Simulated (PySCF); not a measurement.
An unknown is described by computed data only.

Elements present: C, Cl and H. Monoisotopic mass: 131.9300 u.

| Property | Result |
| --- | --- |
| Rotational structure | rotational constants A, B, C: 3.578, 1.485, 1.085 GHz [PBE0-D3(BJ)/def2-TZVP] |
| Dipole | 1.28 D [CAM-B3LYP/aug-cc-pVTZ] |
| NMR, other nuclei | isotropic shieldings of nuclei other than C and H, by class: 684 (2 Cl), 827 (1 Cl) ppm [GIAO PBE0/pcSseg-2] |
| UV, strongest line | among the 10 lowest singlet transitions: S9 at 8.05 eV (154 nm, f = 0.022) [TDDFT CAM-B3LYP/aug-cc-pVTZ] |
| Polarisability | 68.1 au [CAM-B3LYP/aug-cc-pVTZ] |
| 1H NMR | chemical shifts (computed TMS as zero) by class: 5.74 (1 H), 3.77 (2 H) ppm [GIAO PBE0/pcSseg-2] |
| Triplet | lowest triplet excitation (Tamm–Dancoff): 6.34 eV [TDA CAM-B3LYP/aug-cc-pVTZ] |
| 13C NMR | chemical shifts (computed TMS as zero) by class: 85.8 (1 C), 57.3 (1 C) ppm [GIAO PBE0/pcSseg-2] |

Electronic properties: PySCF, gas phase, density fitting. Levels stand in brackets. Isolated species at its PBE0-D3(BJ)/def2-TZVP geometry (one conformer only). NMR values are class means; diastereotopic atoms form classes of their own.

Problem. Which formula fits the mass and the elements?

Solution. C2H3Cl3 (calculated 131.9300). No other formula that holds each of these elements comes within 0.0003 u with a fitting electron parity and a possible valence count.

Problem. Give a SMILES that accounts for the data.

Solution. Numbering: `[Cl:1][CH2:2][CH:3]([Cl:4])[Cl:5]`. Its formula, C2H3Cl3, gives 0 degrees of unsaturation, so no ring and no π bond. 2 carbons fall into 2 classes; from least to most shielded: CHCl2 carbon [C3] (85.8 ppm), sp3 C–Cl carbon [C2] (57.3 ppm). Hydrogen classes from least to most shielded: 1 H on a CHCl2 carbon, C3 (5.74 ppm), 2 H on an sp3 C–Cl carbon, C2 (3.77 ppm). The other shieldings belong to: 684 ppm, alkyl chlorine [Cl4/Cl5]; 827 ppm, alkyl chlorine [Cl1]. The optimised geometry has point group C1 and is an asymmetric top. Structure: `ClCC(Cl)Cl` (1,1,2-trichloroethane). Computed isomers that give other values at the same levels: `CC(Cl)(Cl)Cl` (dipole moment: 1.82 D; this holds for the one conformer computed). The assignments are read from this structure; whether some other isomer fits the data as well wasn't checked. NMR values of atoms bound to several Cl lack the spin–orbit term that these neighbours bring.

Conformer computed: `[Cl:1][CH2:2][CH:3]([Cl:4])[Cl:5]`: Cl1–C2–C3–Cl4 -65°.
